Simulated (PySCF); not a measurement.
# MgF radical: EPR parameters at several levels of theory

Aim: compute the EPR parameters of MgF radical (`[F][Mg]`) at several levels, and see how far they spread and what each costs.

The runs use PySCF 2.14.0, with density-fitted response routines of our own; the level of theory stands in each step. All values are computed, except where a source is named. Atoms are numbered from 0 throughout.

**1. The starting structure**

2 atoms, charge 0, multiplicity 2; geometry from: GFN2-xTB.

Bonds of the start (Å): F0–Mg1 1.73.

**2. Geometry optimisation at PBE0-D3(BJ)/def2-TZVP**

Job settings and geometry (Å):

```
{"job": {"xc": "PBE0", "basis": "def2-TZVP", "d3": "d3bj", "grid": 2, "kind": "geom"}, "charge": 0, "multiplicity": 2}
F      0.000000     0.000000     0.000000
Mg     0.000000     0.000000     1.731230
```

Log:

```text
step   0  E = -299.80008598  max force = 0.013273
step   1  E = -299.80044160  max force = 0.004216
step   2  E = -299.80048517  max force = 0.000336
step   3  E = -299.80048550  max force = 0.000009
optimisation converged
```

Run time: 12 s. Hardware: 2 threads of Intel Xeon at 2.50GHz (Skylake/Cascade Lake), shared host.

Relaxation path:

```csv
step,energy from step 0 (eV),largest force component (eV/Å)
0,0.0000,0.6825
1,-0.0097,0.2168
2,-0.0109,0.0173
3,-0.0109,0.0005
```

The bond:

```csv
bond,before (Å),after (Å),change (Å)
F0–Mg1,1.731,1.764,+0.033
```

The end geometry stands in the next job.

```csv
at the end point,value
point group (found at 0.08 Å tolerance),C∞v
"rotational constants (GHz, main isotopes)","15.322, 15.322"
dipole moment (D),3.23
⟨S²⟩,0.750
```

**3. g tensor and hyperfine couplings: B3LYP/def2-TZVP-core+IGLO-III**

Job settings and geometry (Å):

```
{"job": {"kind": "epr", "xc": "B3LYP"}, "charge": 0, "multiplicity": 2}
F     -0.000000     0.000000    -0.016333
Mg     0.000000    -0.000000     1.747563
```

Method: UKS B3LYP, IGLO-III on F, def2-TZVP-core on Mg, non-relativistic, mean-field spin-orbit, GIAO.

Log:

```text
UKS, coarse grid
  cycle   1  E = -299.92032671  |g| = 5.73e-01
  cycle   2  E = -298.64812378  |g| = 1.92e+00
  cycle   3  E = -300.03395266  |g| = 4.30e-02
  cycle   4  E = -300.03502722  |g| = 2.79e-02
  cycle   5  E = -300.03527663  |g| = 6.90e-03
  cycle   6  E = -300.03529432  |g| = 7.78e-04
  cycle   7  E = -300.03529430  |g| = 2.14e-04
UKS, final grid
  cycle   1  E = -300.03537825  |g| = 2.82e-04
  cycle   2  E = -300.03537819  |g| = 5.27e-04
  cycle   3  E = -300.03537827  |g| = 1.21e-05
  cycle   4  E = -300.03537827  |g| = 5.33e-06
internal stability: stable
E = -300.03537827 Eh   <S^2> = 0.7503 (exact 0.7500)
g shifts (ppm)      1          2          3
  rmc           -88        -88        -88
  gc             37         37         18
  oz_so       -1691      -1691         -0
  total       -1742      -1742        -70
hyperfine (MHz)  atom isotope    a_iso     a_fc   dipolar eigenvalues
    0   19F     219.41     218.99    -78.78    -78.78    157.56
    1  25Mg    -325.05    -325.13     -8.28      4.14      4.14
```

It took 14 s on 2 threads of Intel Xeon at 2.50GHz (Skylake/Cascade Lake), shared host.

Principal g values 2.00058, 2.00058, 2.00225; g(iso) = 2.00113, against 2.00232 for a free electron.

Hyperfine couplings, nucleus by nucleus at this fixed geometry (no averaging over rotations):

```csv
nuclei,isotope,a(iso) (MHz),"a(iso) (G, at g = 2.0023)",largest dipolar term (MHz)
Mg1,25Mg,-325.0,-116.0,-8.3
F0,19F,219.4,78.3,157.6
```

Mulliken spin populations:

```csv
atom,value (e)
F0,0.02
Mg1,0.98
```

In first order the couplings over 0.8 MHz of 19F give 2 distinct lines over 78.3 G.

**4. EPR parameters: PBE0/def2-TZVP-core+IGLO-III**

Job settings and geometry (Å):

```
{"job": {"kind": "epr", "xc": "PBE0"}, "charge": 0, "multiplicity": 2}
F     -0.000000     0.000000    -0.016333
Mg     0.000000    -0.000000     1.747563
```

With the program's defaults for keys left out, this is: UKS PBE0, IGLO-III on F, def2-TZVP-core on Mg, non-relativistic, mean-field spin-orbit, GIAO.

Log:

```text
UKS, coarse grid
  cycle   1  E = -299.70095703  |g| = 5.52e-01
  cycle   2  E = -299.02605193  |g| = 1.48e+00
  cycle   3  E = -299.80752377  |g| = 3.84e-02
  cycle   4  E = -299.80862959  |g| = 1.80e-02
  cycle   5  E = -299.80874240  |g| = 4.66e-03
  cycle   6  E = -299.80875493  |g| = 8.26e-04
  cycle   7  E = -299.80875550  |g| = 2.18e-04
UKS, final grid
  cycle   1  E = -299.80882352  |g| = 2.89e-04
  cycle   2  E = -299.80882347  |g| = 4.93e-04
  cycle   3  E = -299.80882354  |g| = 8.01e-06
  cycle   4  E = -299.80882354  |g| = 3.33e-06
internal stability: stable
E = -299.80882354 Eh   <S^2> = 0.7503 (exact 0.7500)
g shifts (ppm)      1          2          3
  rmc           -78        -78        -78
  gc             33         33         16
  oz_so       -1668      -1668          0
  total       -1713      -1713        -62
hyperfine (MHz)  atom isotope    a_iso     a_fc   dipolar eigenvalues
    0   19F     196.01     195.79    -72.97    -72.97    145.94
    1  25Mg    -302.02    -302.09     -8.09      4.05      4.05
```

Run time: 12 s. Hardware: 2 threads of Intel Xeon at 2.50GHz (Skylake/Cascade Lake), shared host.

In short: g(iso) 2.00116.

**5. EPR parameters: PBE/def2-TZVP-core+IGLO-III**

Job settings and geometry (Å):

```
{"job": {"kind": "epr", "xc": "PBE"}, "charge": 0, "multiplicity": 2}
F     -0.000000     0.000000    -0.016333
Mg     0.000000    -0.000000     1.747563
```

Method: UKS PBE, IGLO-III on F, def2-TZVP-core on Mg, non-relativistic, mean-field spin-orbit, GIAO.

Log:

```text
UKS, coarse grid
  cycle   1  E = -299.67342557  |g| = 6.08e-01
  cycle   2  E = -295.13785097  |g| = 3.04e+00
  cycle   3  E = -299.79093798  |g| = 1.38e-01
  cycle   4  E = -299.79360456  |g| = 6.55e-02
  cycle   5  E = -299.79525253  |g| = 1.35e-02
  cycle   6  E = -299.79530978  |g| = 2.87e-03
  cycle   7  E = -299.79531045  |g| = 3.83e-04
UKS, final grid
  cycle   1  E = -299.79539983  |g| = 8.53e-04
  cycle   2  E = -299.79539862  |g| = 2.17e-03
  cycle   3  E = -299.79540006  |g| = 3.91e-05
  cycle   4  E = -299.79540006  |g| = 1.08e-05
internal stability: stable
E = -299.79540006 Eh   <S^2> = 0.7503 (exact 0.7500)
g shifts (ppm)      1          2          3
  rmc           -81        -81        -81
  gc             35         35         16
  oz_so       -1785      -1785         -0
  total       -1831      -1831        -65
hyperfine (MHz)  atom isotope    a_iso     a_fc   dipolar eigenvalues
    0   19F     183.95     183.50    -89.85    -89.85    179.70
    1  25Mg    -298.26    -298.34     -8.39      4.19      4.19
```

Run time: 9.8 s. Hardware: 2 threads of Intel Xeon at 2.50GHz (Skylake/Cascade Lake), shared host.

This run: g(iso) 2.00108.

**6. g tensor and hyperfine couplings: CAM-B3LYP/def2-TZVP-core+IGLO-III**

Job settings and geometry (Å):

```
{"job": {"kind": "epr", "xc": "CAM-B3LYP"}, "charge": 0, "multiplicity": 2}
F     -0.000000     0.000000    -0.016333
Mg     0.000000    -0.000000     1.747563
```

Level: UKS CAM-B3LYP, IGLO-III on F, def2-TZVP-core on Mg, non-relativistic, mean-field spin-orbit, GIAO.

Log:

```text
UKS, coarse grid
  cycle   1  E = -299.88243436  |g| = 5.57e-01
  cycle   2  E = -299.64163089  |g| = 1.06e+00
  cycle   3  E = -299.99178144  |g| = 2.92e-02
  cycle   4  E = -299.99301675  |g| = 1.15e-02
  cycle   5  E = -299.99319156  |g| = 4.61e-03
  cycle   6  E = -299.99323639  |g| = 1.26e-03
  cycle   7  E = -299.99323868  |g| = 2.04e-04
UKS, final grid
  cycle   1  E = -299.99331584  |g| = 9.71e-05
  cycle   2  E = -299.99331585  |g| = 3.97e-05
  cycle   3  E = -299.99331585  |g| = 3.78e-05
  cycle   4  E = -299.99331585  |g| = 1.03e-05
internal stability: stable
E = -299.99331585 Eh   <S^2> = 0.7503 (exact 0.7500)
g shifts (ppm)      1          2          3
  rmc           -88        -88        -88
  gc             37         37         18
  oz_so       -1685      -1685         -0
  total       -1736      -1736        -70
hyperfine (MHz)  atom isotope    a_iso     a_fc   dipolar eigenvalues
    0   19F     225.07     224.74    -75.04    -75.04    150.09
    1  25Mg    -331.63    -331.71     -8.34      4.17      4.17
```

Run time: 14 s. Hardware: 2 threads of Intel Xeon at 2.50GHz (Skylake/Cascade Lake), shared host.

Key values: g(iso) 2.00114.

**7. Run by run: EPR parameters**

g, ⟨S²⟩ and isotropic hyperfine couplings (MHz), with basis size and wall time:

```csv
run,g(iso),⟨S²⟩,25Mg Mg1,19F F0,functions,time
B3LYP/def2-TZVP-core+IGLO-III,2.00113,0.750,-325.0,219.4,91,14 s
PBE0/def2-TZVP-core+IGLO-III,2.00116,0.750,-302.0,196.0,91,12 s
PBE/def2-TZVP-core+IGLO-III,2.00108,0.750,-298.3,183.9,91,9.8 s
CAM-B3LYP/def2-TZVP-core+IGLO-III,2.00114,0.750,-331.6,225.1,91,14 s
```

**8. Outcome**

| quantity | value |
| --- | --- |
| point group | C∞v |
| rotational constants (main isotopes) | 15.32, 15.32 GHz |
| g(iso) (B3LYP) | 2.00113 |
| ⟨S²⟩ | 0.750 (exact 0.75) |
| largest a(iso) | 25Mg on Mg1, -325.0 MHz |

In words: Single values in the summary come from the first run of each kind that ended normally (B3LYP/def2-TZVP-core+IGLO-III), which need not be the best level. Over 3 steps the energy fell by 0.011 eV; of the close pairs, F0–Mg1 changed most, 1.731 to 1.764 Å. Most of the unpaired spin sits on Mg1 (0.98 e). The isotropic g lies 1.2 ppt below the free-electron value. The coupling of 25Mg on Mg1 runs from -331.6 (CAM-B3LYP/def2-TZVP-core+IGLO-III) to -298.3 MHz (PBE/def2-TZVP-core+IGLO-III).
